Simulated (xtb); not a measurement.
Species: HO, SMILES `[OH]` (charge 0, multiplicity 2).

**Question.** Give a relaxed geometry from xtb 6.7.1 with GFN2-xTB.

**Answer.** the end point of this relaxation (outside a Z-matrix the atoms follow the SMILES, hydrogens last).
Z-matrix (Å, degrees):
```
O
H 1 0.9633
```
